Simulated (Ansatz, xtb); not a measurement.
**C4H5NS: which of two isomers lies lower**

Structure a is `N#CC1(S)CC1`, a singlet and structure b is `N#C[C@@H]1C[C@@H]1S`, a singlet. Both are isolated molecules in the gas phase, relaxed with PBE0-D3(BJ)/def2-SVP; the shapes shown needn't be the lowest conformers.

a (Å):

```xyz
11

C    -1.2153   -0.4785    2.1092
C    -0.7327   -0.2443    0.7711
C    -1.4360   -0.9513   -0.3699
C    -0.0790   -1.3998    0.0411
N    -1.5856   -0.6666    3.1910
S    -0.1877    1.4348    0.4392
H     0.9606    1.3640    1.1498
H    -1.5377   -0.3782   -1.2946
H    -2.2982   -1.5683   -0.1072
H     0.7702   -1.1367   -0.5933
H     0.0173   -2.3384    0.5926
```

b (Å):

```yaml
atoms:
  - { symbol: C, position_ang: [-1.1112, -0.8753, 1.3793] }
  - { symbol: C, position_ang: [-0.6531, -0.9243, 0.0173] }
  - { symbol: C, position_ang: [0.1915, -2.0714, -0.4757] }
  - { symbol: C, position_ang: [0.8167, -0.7253, -0.3092] }
  - { symbol: N, position_ang: [-1.5064, -0.8132, 2.4663] }
  - { symbol: S, position_ang: [2.0321, -0.5452, 0.9830] }
  - { symbol: H, position_ang: [-1.3609, -0.4859, -0.6937] }
  - { symbol: H, position_ang: [-0.0007, -2.4365, -1.4870] }
  - { symbol: H, position_ang: [0.4539, -2.8387, 0.2568] }
  - { symbol: H, position_ang: [1.0091, -0.1521, -1.2216] }
  - { symbol: H, position_ang: [1.6491, 0.6830, 1.3971] }
```

Question: Which of the two would you expect CCSD(T)/def2-SVP + ΔMP2/def2-TZVPP electronic energies to favour?

Answer: CCSD(T)/def2-SVP + ΔMP2/def2-TZVPP gives E(b) − E(a) = −0.33 kcal/mol, slightly favouring structure b, which is too small a margin to settle the true order.

How the difference moves with the method:

```
                             level              geometry  E(b) − E(a) (kcal/mol)  departure from the last row (kcal/mol)  job, with rough time for the two
              PBE0-D3(BJ)/def2-SVP  PBE0-D3(BJ)/def2-SVP                     −0.53                                   −0.20                optimisation, 86 s
                       HF/def2-SVP  PBE0-D3(BJ)/def2-SVP                     −0.49                                   −0.16           part of the CCSD(T) run
                      MP2/def2-SVP  PBE0-D3(BJ)/def2-SVP                     +0.59                                   +0.92           part of the CCSD(T) run
                  CCSD(T)/def2-SVP  PBE0-D3(BJ)/def2-SVP                     +0.44                                   +0.77                      single point
CCSD(T)/def2-SVP + ΔMP2/def2-TZVPP  PBE0-D3(BJ)/def2-SVP                     −0.33                                                        single point, 40 s
```

As drawn, both hold the same kinds of bond in the same numbers.

The largest departure from CCSD(T)/def2-SVP + ΔMP2/def2-TZVPP is that of MP2/def2-SVP, 0.92 kcal/mol. Levels run at GFN2-xTB geometries aren't shown. The last row adds to CCSD(T) the change of the MP2 difference between the two basis sets, here −0.77 kcal/mol.

With thermal terms from frequencies at re-optimised GFN2-xTB minima (ideal gas, soft modes damped towards free rotors, one conformer each, 298.15 K, 1 atm): on the last row, ΔE + ΔZPE = −0.35, ΔH = −0.39, ΔG = −0.49 kcal/mol.

The correlated steps freeze 10 core orbitals. Mirror images aren't counted in ΔG. Codes used: Ansatz 0.2.0, xtb 6.7.1; the last row on 2 threads of Arm Neoverse V2 on a shared host.
